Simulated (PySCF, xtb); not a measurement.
carbonyl sulfide (COS), SMILES O=C=S.

GFN2-xTB (xtb) at its own geometry gives an orbital gap of 4.63 eV and a dipole moment of 0.26 D.

The structure is a stationary point at B3LYP-D3(BJ)/def2-TZVP.

Q: What does PBE/def2-TZVPD (PySCF) give? (An estimate is asked for; the answer gives what the named calculation found.)

A: gap 5.55 eV (levels -7.48 and -1.93 eV), dipole 0.71 D.
